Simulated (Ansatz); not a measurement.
The same path of C₂H₆Al (9 atoms, charge 0, multiplicity 2) was run 3 times with different band settings. The coordinate that changes most is the dihedral H7–C2–Al3–H9.

All numbers below come from UKS BHLYP-D4/def2-SVP (Ansatz 0.2.0).

Relaxed end points:

```xyz
9
Properties=species:S:1:pos:R:3
C -0.491 0.615 -0.568
C 0.639 -0.365 -0.258
Al 0.596 -1.168 1.553
H -1.474 0.140 -0.493
H -0.410 1.029 -1.580
H -0.497 1.461 0.126
H 0.653 -1.185 -0.988
H 1.617 0.122 -0.376
H -0.545 -0.695 2.567
```

```xyz
9
Properties=species:S:1:pos:R:3
C -0.512 0.738 -0.812
C 0.352 -0.241 -0.028
Al -0.142 -0.710 1.826
H -1.540 0.377 -0.915
H -0.129 0.911 -1.823
H -0.569 1.713 -0.318
H 0.427 -1.204 -0.557
H 1.390 0.120 0.034
H 0.812 -1.750 2.577
```

Common settings: spring 5.0 eV/Å²; optimiser quadratic models (default); start path through a guess of the saddle point; force threshold 0.05 eV/Å; iteration limit 60; end points relaxed.

| run | movable images | climbing image |
| --- | --- | --- |
| 1 | 7 | yes |
| 2 | 2 | yes |
| 3 | 8 | no |

(1) What does each run give, and how far can it be trusted?

Answers

(1) Run 1: converged after 8 iterations, highest image 0.027 eV above the first end. A vibrational analysis at the climbing image gives one clearly imaginary mode, 124i cm⁻¹: a first-order saddle point.
Run 2: converged after 7 iterations, highest image 0.028 eV above the first end. Another band between the same ends (7 images) ends at a top of the same energy, where a vibrational analysis finds 1 clearly imaginary mode. So few images can step over the top or miss a turn of the path.
Run 3: converged after 7 iterations, highest image 0.027 eV above the first end. No image climbed, so the highest image needn't sit at the top of the path.
